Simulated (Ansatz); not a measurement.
For hcp Ti, PBEsol (Ansatz, a program for electronic structure, plane waves, PAW) gives:

| Item | Value |
|---|---|
| lattice constant a | 2.901 Å |
| c axis length | 4.590 Å |

Problem. What does LC-ωPBE in Ansatz (PAW) give for the same quantities?

Solution. 
- lattice constant a: 2.901 Å (is nearly the same)
- lattice parameter c: 4.570 Å (drops by 0.4 %)

For comparison: lattice constant a 2.950 Å (measured, 293 K, no zero-point or thermal correction; as tabulated in Wikipedia's data pages); lattice parameter c 4.683 Å (measured, 293 K, not corrected to a static lattice; as tabulated in Wikipedia's data pages).

Changes are worked out from the printed values.

Unless a cell is named, each level is at its own relaxed cell (PBEsol 16.73, LC-ωPBE 16.65 Å³/atom).

The crystal itself was run without spin with PBEsol, LC-ωPBE; a magnetic state was not tried in these runs.

Ansatz's density-functional and Hartree–Fock values are scalar-relativistic unless marked +SOC, with PAW data made under PBE.
